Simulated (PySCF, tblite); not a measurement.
A complex of hydrogen fluoride and 4 × water

A gas-phase complex of hydrogen fluoride and 4 × water; neutral, singlet. The structure comes from a short search (6 tight-binding starts) and was relaxed by PBE0-D3(BJ)/def2-SVPD; another way of binding may lie lower. No frequency run checks that it is a minimum.

Parts: 1 = hydrogen fluoride (F), atoms 1–2; 2 = water (O), atoms 3–5; 3 = water (O), atoms 6–8; 4 = water (O), atoms 9–11; 5 = water (O), atoms 12–14.

```xyz
14

F    -0.151    0.325   -0.578
H    -0.894    0.728   -0.022
O    -1.730    1.409    0.865
H    -1.058    1.769    1.529
H    -2.368    0.879    1.350
O     0.288    2.172    2.282
H     0.803    2.566    1.554
H     0.697    1.290    2.381
O     1.107   -0.438    1.805
H     0.819   -0.383    0.880
H     2.007   -0.770    1.787
O     1.541    2.499   -0.185
H     1.016    1.776   -0.566
H     1.557    3.197   -0.843
```
(Å; atoms numbered from 1)

Contacts between parts, classed by geometry: H2···O3 1.396 Å (hydrogen bond, 170°); H4···O6 1.594 Å (hydrogen bond, 164°); H8···O9 1.867 Å (hydrogen bond, 154°); H7···O12 1.890 Å (hydrogen bond, 152°); H13···F1 1.862 Å (hydrogen bond, 157°); H10···F1 1.888 Å (hydrogen bond, 155°).

Deforming the relaxed parts to their shape here costs 6.3 kcal/mol, which the interaction energies leave out.

Interaction energies are complex less parts, with the parts frozen as they stand in it; counterpoise-corrected, in kcal/mol (PySCF).

Q: Give the interaction energy at each level run.

A: 
| level | interaction | superposition error removed |
| --- | --- | --- |
| wB97M-D3(BJ)/def2-SVPD | -45.13 | -3.08 |
| PBE0-D3(BJ)/def2-SVPD | -48.40 | -3.28 |

Q: What holds them together? Decompose the wB97M-D3(BJ)/def2-SVPD energy: frozen parts, their antisymmetrised product, then relaxation.

A: electrostatic -83.7, Pauli repulsion +99.1, orbital relaxation -58.4, dispersion correction -5.2 kcal/mol, which sum to the value before the counterpoise correction; the Pauli term holds the exchange-correlation of the frozen density too. Of the attraction, 57 % is electrostatic, 40 % is orbital relaxation, 4 % is dispersion correction.

The parts were also relaxed and run alone, at the levels used for the complex: shieldings by PBE0/pcSseg-1; core levels by delta-SCF with SCAN, pcX-2 on the ionised atom and pcseg-1 elsewhere, spin-free X2C.

Values alone: F1–H2 bond (Å): 0.920; shielding of H2 (ppm): 29.25; shielding of O3 (ppm): 335.3; shielding of H4 (ppm): 30.93; shielding of O6 (ppm): 335.3; F1 1s core level (eV): 694.12; O3 1s core level (eV): 539.76; O6 1s core level (eV): 539.76.

Q: How do these values change when the complex forms?

A: 
```json
{"property": "F1–H2 bond (Å)", "alone": "0.920", "in the complex": "1.011", "change": "+0.091"}
{"property": "shielding of H2 (ppm)", "alone": "29.25", "in the complex": "17.59", "change": "-11.66"}
{"property": "shielding of O3 (ppm)", "alone": "335.3", "in the complex": "298.4", "change": "-36.9"}
{"property": "shielding of H4 (ppm)", "alone": "30.93", "in the complex": "21.12", "change": "-9.81"}
{"property": "shielding of O6 (ppm)", "alone": "335.3", "in the complex": "298.4", "change": "-36.9"}
{"property": "F1 1s core level (eV)", "alone": "694.12", "in the complex": "692.03", "change": "-2.09"}
{"property": "O3 1s core level (eV)", "alone": "539.76", "in the complex": "539.73", "change": "-0.03"}
{"property": "O6 1s core level (eV)", "alone": "539.76", "in the complex": "538.78", "change": "-0.98"}
```

Density functionals tend to overstate the lengthening and the red shift of so strongly bound an X–H bond.
